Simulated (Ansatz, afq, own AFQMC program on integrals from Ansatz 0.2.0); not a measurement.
Two steps: Ansatz 0.2.0 writes the Fock matrix and Cholesky factors of the valence space, and afq projects on them the lowest state that overlaps trial and start.

```yaml
crystal:
  periodic: [false, false, false]
  atoms:
    - {symbol: Si, position_ang: [0.000000, 0.000000, 0.000000]}
    - {symbol: H, position_ang: [-0.011525, 1.085107, 1.077576]}
    - {symbol: H, position_ang: [-0.016497, -1.077632, 1.084987]}
    - {symbol: H, position_ang: [0.016497, 1.077632, -1.084987]}
    - {symbol: H, position_ang: [0.011525, -1.085107, -1.077576]}
basis:
  gaussian: {orbitals: 6-31G}
magnetization: {spin_polarized: true, initial_magnetization: 2}
correlation: {method: ccsd_t, electrons: outside_noble_gas, hamiltonian_folder: ham}
```

```sh
$ ansatz run in.yaml --threads 1 --pin off --events-out ev --progress --plain --max-ram 1382MiB
```

afq runs on the folder ham with

```
--method phaseless --trial cisd --walkers 160 --populations 1 --least-time 40 --time-step 0.0025 --steps-per-block 10 --equilibration-blocks 240 --max-blocks 1600 --target-error 0.00068 --factor-cut 0.0001 --start spin_pure --seed 2943 --taylor-order 8
```

Times are imaginary, in 1/Eh. The walk had a cap of 213 s.

afq prints:

```
orbitals 16  electrons 5 3  factors 96 of 268
reference energy -290.99709930 Eh
CCSD correlation -0.08722751 Eh in 10 cycles, weight of the determinant in the CISD state 0.9215
energy of the start -291.084024 Eh
 block  time / (1/Eh)  mean weight  energy / Eh
     1     0.025  0.9996  -291.083932
     2     0.050  1.0002  -291.083859
     3     0.075  1.0003  -291.083791
     4     0.100  1.0000  -291.083749
     5     0.125  0.9999  -291.083709
    10     0.250  1.0001  -291.083598
   211     5.275  1.0000  -291.086047
   421    10.525  0.9998  -291.085611
   463    11.575  0.9998  -291.085129
   631    15.775  1.0003  -291.086182
   799    19.975  0.9998  -291.089203
   841    21.025  0.9999  -291.086919
  1051    26.275  1.0001  -291.086047
  1261    31.525  1.0000  -291.086086
  1471    36.775  0.9997  -291.086687
  1681    42.025  1.0002  -291.087226
blocks merged  error / Eh  count
     1  0.000015  1466
     2  0.000021  733
     4  0.000029  366
     8  0.000039  183
    16  0.000052  91
    32  0.000066  45
    64  0.000074  22
   128  0.000063  11
energy -291.086063 +/- 0.000074 Eh
(rows thinned)
```

The run passed its tests (sampling time, drift between the halves within three errors, error under three times the target), which doesn't prove that it has relaxed, ending at its cap on processor time.

Against this walk (error 2.0 meV) on the same determinant: CCSD(T) 12.2 meV higher, CCSDT(Q) 3.6 meV lower (within the noise), CCSDTQ 3.1 meV lower (within the noise), full CI (a separate run on its own orbitals, whose frozen core shifts it by up to a few meV) 3.1 meV lower (within the noise), a separate phaseless walk with a CISD trial and standard settings 3.7 ± 2.8 meV higher (within the noise). The error is statistical and leaves out the bias of the constraint.

Cautions: constraint bias not in the error; lower spins were not checked; full CI with its own frozen core; the sampling time fell short of the least asked.

The walk took 3.6 min on 1 thread of Arm Neoverse V1, with other jobs on the host. The log's last line is the phaseless energy.

CCSDT and higher add their correlation energy to the determinant of the CCSD(T) run, since their own runs factorise the integrals more tightly (a shift of under 2 meV). A walk keeps the symmetry of its determinant, which the program's search chose and which needn't be the lowest solution, so a lower state of the same spin and another symmetry isn't excluded.
